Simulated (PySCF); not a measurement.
Spin-rotation constants: 3-buten-1-ol (SMILES C=CCCO)

Molfile (atoms numbered from 1):
```
C4H8O
     RDKit          3D

 13 12  0  0  0  0  0  0  0  0999 V2000
   -2.1566    0.6483   -0.4754 C   0  0  0  0  0  0  0  0  0  0  0  0
   -1.6524   -0.5865   -0.3960 C   0  0  0  0  0  0  0  0  0  0  0  0
   -0.6845   -1.0487    0.6462 C   0  0  0  0  0  0  0  0  0  0  0  0
    0.7391   -1.0937    0.0864 C   0  0  0  0  0  0  0  0  0  0  0  0
    1.1843    0.1647   -0.3228 O   0  0  0  0  0  0  0  0  0  0  0  0
   -1.9331    1.4040    0.2853 H   0  0  0  0  0  0  0  0  0  0  0  0
   -2.8264    0.9425   -1.2880 H   0  0  0  0  0  0  0  0  0  0  0  0
   -1.9047   -1.3114   -1.1817 H   0  0  0  0  0  0  0  0  0  0  0  0
   -0.7001   -0.3630    1.5088 H   0  0  0  0  0  0  0  0  0  0  0  0
   -0.9621   -2.0529    1.0090 H   0  0  0  0  0  0  0  0  0  0  0  0
    0.7847   -1.8373   -0.7375 H   0  0  0  0  0  0  0  0  0  0  0  0
    1.4315   -1.4441    0.8682 H   0  0  0  0  0  0  0  0  0  0  0  0
    0.4906    0.5446   -0.8775 H   0  0  0  0  0  0  0  0  0  0  0  0
  1  2  2  0
  2  3  1  0
  3  4  1  0
  4  5  1  0
  1  6  1  0
  1  7  1  0
  2  8  1  0
  3  9  1  0
  3 10  1  0
  4 11  1  0
  4 12  1  0
  5 13  1  0
M  END
```

Computed, not measured: PySCF, GIAO B3LYP/pcSseg-0 magnetisability, rotational g tensor and spin-rotation constants, non-relativistic, gas phase. Geometry: PBE0-D3(BJ)/def2-SVP.

**Question.** Give the nuclear spin-rotation constants along the inertial axes (H = +C I·J) beside the isotropic shieldings.

**Answer.** Rotational constants 9.0107, 3.4767, 2.8171 GHz. A star marks the isotopologue with that one atom substituted, in its own axes.
| atom | isotope | Caa (kHz) | Cbb (kHz) | Ccc (kHz) | mean (kHz) | σ (ppm) |
| --- | --- | --- | --- | --- | --- | --- |
| H6 | 1H | -0.997 | -0.314 | 0.151 | -0.387 | 27.2 |
| H7 | 1H | -0.104 | -0.296 | -0.148 | -0.183 | 27.3 |
| H8 | 1H | -0.947 | -0.353 | 0.172 | -0.376 | 27.1 |
| H9 | 1H | -1.053 | -0.402 | 0.085 | -0.457 | 30.5 |
| H10 | 1H | -1.046 | 0.102 | -0.335 | -0.426 | 30.5 |
| H11 | 1H | -0.857 | -0.403 | 0.095 | -0.389 | 29.3 |
| H12 | 1H | -0.092 | -0.322 | -0.198 | -0.204 | 29.0 |
| H13 | 1H | -0.516 | -0.336 | -0.379 | -0.410 | 33.1 |
| C1 | 13C* | 2.617 | 0.769 | 1.190 | 1.525 | 54.1 |
| C2 | 13C* | 2.740 | 0.879 | 1.249 | 1.622 | 41.6 |
| C3 | 13C* | 1.512 | 0.625 | 0.511 | 0.883 | 145.0 |
| C4 | 13C* | 2.150 | 0.567 | 0.601 | 1.106 | 125.4 |
| O5 | 17O* | -0.421 | -0.415 | -0.160 | -0.332 | 305.1 |

For the geometry as given, no vibrational averaging.
